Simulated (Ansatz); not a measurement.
# C₂H₇Si radical: basis-set convergence

The task here is to estimate one member of a computed series from the others.

The runs use Ansatz 0.2.0, Gaussian basis; one geometry, several basis sets.

Plan: PBE0-D4/def2-SVP; ωB97M-V/def2-SVP; PBE0-D4/def2-QZVPP; ωB97M-V/def2-QZVPP; the functionals' def2-TZVPP values are taken from earlier runs.

## The geometry

All runs share one geometry, relaxed beforehand with PBE0-D4 in a triple-zeta def2 set.

SMILES `C[SiH]C`, 10 atoms, charge 0, spin multiplicity 2.

Atoms are counted from 1 here; the program's logs count them from 0.

Bond lengths: C1–Si2 1.877 Å, C1–H4 1.095 Å, C1–H5 1.092 Å, C1–H6 1.092 Å, Si2–C3 1.877 Å, Si2–H7 1.495 Å, C3–H8 1.092 Å, C3–H9 1.092 Å, C3–H10 1.095 Å. Angles: Si2–C1–H4 110.6°, Si2–C1–H5 111.1°, Si2–C1–H6 111.0°, H4–C1–H5 108.0°, H4–C1–H6 108.0°, H5–C1–H6 108.1°, C1–Si2–C3 111.8°, C1–Si2–H7 110.2°, C3–Si2–H7 110.2°, Si2–C3–H8 111.0°, Si2–C3–H9 111.1°, Si2–C3–H10 110.6°, H8–C3–H9 108.1°, H8–C3–H10 108.0°, H9–C3–H10 108.0°.

As a file:

```xyz
10
charge 0, multiplicity 2
C    -1.06526    0.72898   -0.87619
Si    0.57953    0.67641    0.02633
C     0.74498   -0.86330    1.08676
H    -1.17367   -0.14374   -1.52900
H    -1.14541    1.62531   -1.49448
H    -1.89909    0.72793   -0.17042
H     1.70710    0.75195   -0.95222
H    -0.04345   -0.90503    1.84176
H     1.70810   -0.88457    1.60065
H     0.67026   -1.76503    0.46961
```

The first run:

in.yaml reads:

```yaml
crystal:
  periodic: [false, false, false]
  atoms:
    - {symbol: C, position_ang: [-1.065258, 0.728980, -0.876188]}
    - {symbol: Si, position_ang: [0.579530, 0.676410, 0.026331]}
    - {symbol: C, position_ang: [0.744982, -0.863304, 1.086760]}
    - {symbol: H, position_ang: [-1.173670, -0.143740, -1.528996]}
    - {symbol: H, position_ang: [-1.145414, 1.625306, -1.494480]}
    - {symbol: H, position_ang: [-1.899086, 0.727928, -0.170422]}
    - {symbol: H, position_ang: [1.707099, 0.751950, -0.952223]}
    - {symbol: H, position_ang: [-0.043453, -0.905028, 1.841763]}
    - {symbol: H, position_ang: [1.708105, -0.884568, 1.600646]}
    - {symbol: H, position_ang: [0.670265, -1.765033, 0.469610]}
basis:
  gaussian: {orbitals: def2-SVP}
magnetization: {spin_polarized: true, initial_magnetization: 1}
hamiltonian: {xc: pbe0, dispersion: d4}
output: {orbitals: {seedname: orbitals}}
```

Among the steps run: PBE0-D4 in def2-SVP; ωB97M-V in def2-SVP; PBE0-D4 in def2-QZVPP; ωB97M-V in def2-QZVPP.

One of the session's tables, all rows but one given; the rest of the session is left out.

It belongs to the step «Functionals by basis». 

| functional | basis | HOMO (eV) | LUMO (eV) |
| --- | --- | --- | --- |
| PBE0-D4 | def2-SVP | ? | ? |
| PBE0-D4 | def2-TZVPP | -5.50 | -1.69 |
| PBE0-D4 | def2-QZVPP | -5.52 | -1.72 |
| ωB97M-V | def2-SVP | -7.18 | 0.02 |
| ωB97M-V | def2-TZVPP | -7.24 | -0.11 |
| ωB97M-V | def2-QZVPP | -7.26 | -0.19 |

Q: Estimate the row for PBE0-D4, def2-SVP from the others.

The run gave: HOMO (eV): -5.47; LUMO (eV): -1.62. In the column «HOMO (eV)» it is the highest.
